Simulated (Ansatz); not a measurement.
# PBE/cc-pVTZ run of F2 (fluorine)

Aim: the vertical ionisation energy of F2 (fluorine) at PBE/cc-pVTZ, from 2 runs. 

Program for the calculation: Ansatz 0.2.0.

18 further runs of the same task are left out: 18 set aside as unsound or not needed.

## Step 1: The structure to begin with

F2: 2 atoms, total charge 0, spin state singlet. SMILES: `FF`. Geometry: relaxed at PBE0-D4/def2-TZVP.

Bond lengths: F1–F2 1.376 Å.

## Step 2: A single-point energy at PBE/cc-pVTZ

Contents of run.yaml:

```yaml
crystal:
  periodic: [false, false, false]
  atoms:
    - {symbol: F, position_ang: [-0.583900, 0.212400, -0.295000]}
    - {symbol: F, position_ang: [0.583900, -0.212400, 0.295000]}
basis:
  gaussian: {orbitals: cc-pVTZ}
hamiltonian: {xc: {name: PBE}}
output: {orbitals: {seedname: orbitals}}
accuracy: high
```

The run is started by

```console
$ ansatz run run.yaml --threads 1 --pin off --max-ram 3480MiB --events-out events.jsonl --progress --plain --runs-dir runs
```

Log:

```text
Warning: RAYON_NUM_THREADS=1 ignored (pool sized by the plan → 1); use --threads N
Functional definition: PBE
  name "PBE"
  parameter kappa = 0.804
  parameter beta = 0.06672455060314922
  exchange = pbe_x(kappa = kappa, mu = beta*pi^2/3)
  correlation = pbe_c(beta = beta)
852 factors; integrals over basis functions are off by at most 2.5e-9 eV
mean field evaluation 1: about -5425.8478 eV, gradient 1.8e1 eV
mean field evaluation 2: about -5426.0065 eV, gradient 1.2e1 eV
mean field evaluation 4: about -5426.1686 eV, gradient 6.7e-1 eV
mean field evaluation 8: about -5426.1720 eV, gradient 1.7e-3 eV
mean field evaluation 16: about -5426.1720 eV, gradient 2.1e-7 eV
mean field -5426.17198350 eV, -199.4081424021 hartree, gradient 3.9e-9 eV, S^2 0.000000; 0 other end points of the search recorded, 0 dependent functions left out
reference -5426.17198423 eV, -199.4081424289 hartree; 9, 9 occupied and 51, 51 virtual orbitals, 852 factors
Total energy: -5426.17198423 eV, -199.4081424289 hartree
```

Run time: 0.91 s. Hardware: 1 thread of Intel Xeon Platinum 8488C (Sapphire Rapids), shared host; peak memory 0.12 GiB.

## Step 3: The doublet cation at the same level

Contents of molecule.yaml:

```yaml
crystal:
  periodic: [false, false, false]
  atoms:
    - {symbol: F, position_ang: [-0.583900, 0.212400, -0.295000]}
    - {symbol: F, position_ang: [0.583900, -0.212400, 0.295000]}
basis:
  gaussian: {orbitals: cc-pVTZ}
total_charge: 1
magnetization: {spin_polarized: true, initial_magnetization: 1}
hamiltonian: {xc: pbe}
accuracy: high
output: {orbitals: {seedname: orbitals}}
```

The run is started by

```console
$ ansatz run molecule.yaml --threads 1 --pin off --max-ram 3480MiB --events-out events.jsonl --progress --plain --runs-dir runs
```

Log, cut to the lines that bear on the results:

```text
Warning: RAYON_NUM_THREADS=1 ignored (pool sized by the plan → 1); use --threads N
[... 6 set-up lines as earlier in the session ...]
852 factors; integrals over basis functions are off by at most 2.5e-9 eV
mean field evaluation 1: about -5409.3409 eV, gradient 2.8e1 eV
mean field evaluation 2: about -5409.7041 eV, gradient 2.4e1 eV
mean field evaluation 4: about -5411.0366 eV, gradient 3.9e-1 eV
mean field evaluation 8: about -5411.0401 eV, gradient 1.6e-2 eV
mean field evaluation 16: about -5411.0401 eV, gradient 9.6e-9 eV
mean field -5411.04005649 eV, -198.8520543414 hartree, gradient 8.8e-9 eV, S^2 0.751302; 3 other end points of the search recorded, 0 dependent functions left out
reference -5411.04005737 eV, -198.8520543735 hartree; 9, 8 occupied and 51, 52 virtual orbitals, 852 factors
Total energy: -5411.04005737 eV, -198.8520543735 hartree
```

Wall time 2.4 s (1 thread of Intel Xeon Platinum 8488C (Sapphire Rapids), shared host); peak memory 0.14 GiB.

## Step 4: Outcome

At PBE/cc-pVTZ:

| quantity | value |
| --- | --- |
| singlet F2: total energy | -199.40814 Eh |
| singlet F2: HOMO energy | -9.00 eV |
| singlet F2: LUMO energy | -4.82 eV |
| singlet F2: HOMO–LUMO gap | 4.17 eV |
| doublet cation: total energy | -198.85205 Eh |
| doublet cation: HOMO energy (highest over α and β) | -21.64 eV |
| doublet cation: LUMO energy (lowest over α and β) | -21.32 eV |
| doublet cation: ⟨S²⟩ | 0.751 |
| vertical ionisation energy (to the doublet cation) | 15.132 eV |

In words: The vertical ionisation energy comes to 15.13 eV (349 kcal/mol). The negative HOMO energy of the first species, 9.00 eV, lies 6.13 eV below that difference.
